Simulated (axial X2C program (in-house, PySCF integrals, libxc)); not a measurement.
# ClBCl⁻: bond lengths and stretches, held linear

The task here is to estimate one member of a computed series from the others.

Computed with an in-house X2C program for linear molecules on PySCF integrals. Level: all-electron X2C, two-component (2c) or spin-free, Cl dyall-av3z, B dyall-v3z.

All values are calculated.

2 further runs of the same task are left out: 2 set aside as unsound or not needed.

Set-up of the first run:

task.json reads:

```json
{"zs": [17, 5, 17], "q": -1, "bas": ["dyall-av3z", "dyall-v3z", "dyall-av3z"], "r0": [1.84, 1.84], "symm": 1, "scan": ["PBE0", "HF", "LDA"], "levels": ["PBE0", "HF", "B3LYP"], "nst": 2}
```

Keys: zs atomic numbers; q charge; bas basis sets; r0 starting distance in Å; symm equal bonds; scan levels of the two-bond scan; levels methods; nst determinants followed.

Started as:

```console
> python solin.py task.json out
```

Masses Cl 34.969, B 11.009, Cl 34.969 u.

Among the steps run: Scan at PBE0, 2c; Scan at LDA, 2c; Scan at PBE0, spin-free.

One table of the session follows, with a row left open; its other results are not shown here.

```
          level  r(Cl–B) (Å)  r(B–Cl) (Å)  lower stretch (cm⁻¹)  upper stretch (cm⁻¹)
       PBE0, 2c        1.982        1.982                 247.7                 264.2
        LDA, 2c        1.930        1.930                 239.4                 347.1
PBE0, spin-free        1.982        1.982                 248.0                 264.0
 LDA, spin-free            ?            ?                     ?                     ?
```

**Question.** Estimate the row for LDA, spin-free.

**Answer.** r(Cl–B) (Å): 1.929; r(B–Cl) (Å): 1.929; lower stretch (cm⁻¹): 239.5; upper stretch (cm⁻¹): 346.2. In the column «r(Cl–B) (Å)» it is the lowest.

Scans not shown above were run alike.

Caveats from the session: For an anion the highest level of a functional can be positive, and the basis then holds the extra electron. The molecule was held linear; bending was not examined, so a bent shape may lie lower. Note: functional without a current term on a determinant with orbital currents, of the molecule or an atom.
